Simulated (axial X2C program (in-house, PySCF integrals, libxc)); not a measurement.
# Correcting the dissociation energy of MgS⁺ for spin–orbit coupling

A spin-free PBE0 curve (one-electron X2C) was computed with an axial X2C code built on PySCF integrals, basis S dyall-av3z [9s8p3d2f], Mg dyall-cv3z [9s8p6d3f] (cores contracted in-house), for the state M_S = 1/2, Λ = 1 (beyond evenly filled blocks: π+α, π+β, π-α). It gives D0 = 1.942 eV to S + Mg+, which in a spin-free picture are the weighted means of the ground terms.

Measured levels of the ground terms (NIST Handbook of Basic Atomic Spectroscopic Data), in cm⁻¹: S 3P: J = 2 at 0, J = 1 at 396.1, J = 0 at 573.6; Mg+ 2S: J = 1/2 at 0.

The two components of the molecular doublet are 364 cm⁻¹ apart in the PBE0 2c search (Ω = 3/2 lower), so the lower one lies 182 cm⁻¹ under their mean.

(1) How far does each ground level lie under the (2J+1)-weighted mean of its term?

(2) Correct D0.

Second-order spin–orbit effects in the molecule, which grow quickly with Z, are left out. One determinant describes the state; a PBE0 search over occupations chose it and may have missed a lower one. De is counted from the lowest determinant-based energies of the atoms at the same level, without counterpoise correction. The functionals have no current-density term, which raises determinants with orbital currents, atoms included.

Answers

(1) S: (5 × 0 + 3 × 396.1 + 1 × 573.6)/9 = 196 cm⁻¹; Mg+: a single level, 0.

(2) D0 = 1.942 + (182 − 196)/8065.5 = 1.940 eV at PBE0 with these spin–orbit terms.
